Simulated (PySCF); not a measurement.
Gas-phase reaction: 3 N2H2 + 2 Si2H6 ⇌ 2 H2SiNH + 2 SiH2(NH2)2

Computed with PySCF and rigid-rotor harmonic-oscillator thermochemistry at 1 bar. † marks an energy on the PBE0/def2-TZVP geometry and frequencies; other levels use their own. MP2 and CCSD(T) freeze the core. All species are closed-shell singlets. B3LYP is the form with VWN-RPA correlation. No R ln 2 is added for the mirror-image form of SiH2(NH2)2. H2SiNH, SiH2(NH2)2: computed as isolated molecules; such fragments, hydroxides, amides, oligomers or adducts are transient or little studied in the gas. MP2 isn't extrapolated to the basis-set limit; its ΔH°(298 K) is -632.4 kJ in def2-SVP and -782.7 kJ in def2-TZVPP. CCSD(T) isn't extrapolated to the basis-set limit; its ΔH°(298 K) is -537.2 kJ in def2-SVP and -683.9 kJ in def2-TZVPP. The harmonic model lacks anharmonicity and excited electronic states, which grow with temperature; levels with a mode under 35 cm⁻¹ are left out. Internal rotation in Si2H6, SiH2(NH2)2 is treated as a harmonic vibration of one conformer, which makes the entropy rough. Warning, large T1 diagnostic: H2SiNH (CCSD(T)/def2-SVP†).

```json
[
 {"level": "B3LYP/def2-TZVP†", "ΔE electronic, kJ": "-707", "ΔH°(298 K), kJ": "-675", "ΔS°(298 K), J/K": "-131", "ΔG°(1000 K), kJ": "-555"},
 {"level": "BLYP/def2-TZVP†", "ΔE electronic, kJ": "-674", "ΔH°(298 K), kJ": "-641", "ΔS°(298 K), J/K": "-131", "ΔG°(1000 K), kJ": "-522"},
 {"level": "CCSD(T)/def2-SVP†", "ΔE electronic, kJ": "-570", "ΔH°(298 K), kJ": "-537", "ΔS°(298 K), J/K": "-131", "ΔG°(1000 K), kJ": "-418"},
 {"level": "CCSD(T)/def2-TZVPP†", "ΔE electronic, kJ": "-716", "ΔH°(298 K), kJ": "-684", "ΔS°(298 K), J/K": "-131", "ΔG°(1000 K), kJ": "-565"},
 {"level": "MP2/def2-SVP†", "ΔE electronic, kJ": "-665", "ΔH°(298 K), kJ": "-632", "ΔS°(298 K), J/K": "-131", "ΔG°(1000 K), kJ": "-513"},
 {"level": "MP2/def2-TZVPP†", "ΔE electronic, kJ": "-815", "ΔH°(298 K), kJ": "-783", "ΔS°(298 K), J/K": "-131", "ΔG°(1000 K), kJ": "-663"},
 {"level": "PBE/def2-SVP", "ΔE electronic, kJ": "-590", "ΔH°(298 K), kJ": "-556", "ΔS°(298 K), J/K": "-135", "ΔG°(1000 K), kJ": "-433"},
 {"level": "PBE0/def2-QZVP†", "ΔE electronic, kJ": "-728", "ΔH°(298 K), kJ": "-695", "ΔS°(298 K), J/K": "-131", "ΔG°(1000 K), kJ": "-576"},
 {"level": "PBE0/def2-TZVP", "ΔE electronic, kJ": "-703", "ΔH°(298 K), kJ": "-671", "ΔS°(298 K), J/K": "-131", "ΔG°(1000 K), kJ": "-552"},
 {"level": "r2SCAN/def2-TZVP†", "ΔE electronic, kJ": "-747", "ΔH°(298 K), kJ": "-714", "ΔS°(298 K), J/K": "-131", "ΔG°(1000 K), kJ": "-595"}
]
```
ΔH° is lowest at MP2/def2-TZVPP† and highest at CCSD(T)/def2-SVP†. No reference value is set beside these.
